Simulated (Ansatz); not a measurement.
in.yaml

```yaml
crystal:
  periodic: [false, false, false]
  atoms:
    - {symbol: Al, position_ang: [0.000000, -1.266803, 1.210044]}
    - {symbol: Al, position_ang: [0.000000, 1.266805, 1.210043]}
    - {symbol: Ga, position_ang: [0.000000, -0.000001, -0.936530]}
basis:
  gaussian: {orbitals: cc-pVTZ}
total_charge: 1
magnetization: {spin_polarized: false, initial_magnetization: 2}
correlation: {method: ccsdt_q, electrons: outside_noble_gas}
```

```sh
$ ansatz run in.yaml --threads 2 --pin off --events-out ev --progress --plain --max-ram 24576MiB --backend cuda --devices 0, --max-vram 18GiB
```

The program prints:

```
1364 factors; integrals over basis functions are off by at most 1.8e-7 eV
mean field evaluation 1: about -65493.1302 eV, gradient 9.5e0 eV
mean field evaluation 2: about -65493.3571 eV, gradient 9.2e0 eV
mean field evaluation 4: about -65493.7039 eV, gradient 8.6e-1 eV
mean field evaluation 8: about -65493.7102 eV, gradient 2.5e-1 eV
mean field evaluation 16: about -65493.4417 eV, gradient 3.5e0 eV
mean field evaluation 32: about -65492.9646 eV, gradient 2.6e-4 eV
mean field evaluation 64: about -65492.9160 eV, gradient 1.8e-6 eV
mean field evaluation 96: about -65493.4653 eV, gradient 3.6e0 eV
mean field evaluation 128: about -65493.5488 eV, gradient 2.8e0 eV
mean field evaluation 160: about -65493.2606 eV, gradient 3.8e0 eV
...
cycle  14  -5.54736085 eV  change   -9.1e-5 eV  update   8.8e-5
cycle  15  -5.54724088 eV  change    1.2e-4 eV  update   4.4e-5
cycle  16  -5.54721135 eV  change    3.0e-5 eV  update   2.5e-5
cycle  17  -5.54722394 eV  change   -1.3e-5 eV  update   1.4e-5
cycle  18  -5.54722006 eV  change    3.9e-6 eV  update   7.7e-6
cycle  19  -5.54722381 eV  change   -3.7e-6 eV  update   4.2e-6
cycle  20  -5.54722667 eV  change   -2.9e-6 eV  update   2.5e-6
cycle  21  -5.54722431 eV  change    2.4e-6 eV  update   1.5e-6
cycle  22  -5.54722459 eV  change   -2.9e-7 eV  update   9.6e-7
cycle  23  -5.54722474 eV  change   -1.4e-7 eV  update   6.3e-7
perturbative correction -0.04003870 eV, -0.0014713950 hartree
Total energy: -65499.29803655 eV, -2407.0548058244 hartree
```

Ran on 2 threads of AMD EPYC 7R13 with a shared H100 80 GB, shared host: 77 s wall, 0.97 GiB peak host memory.
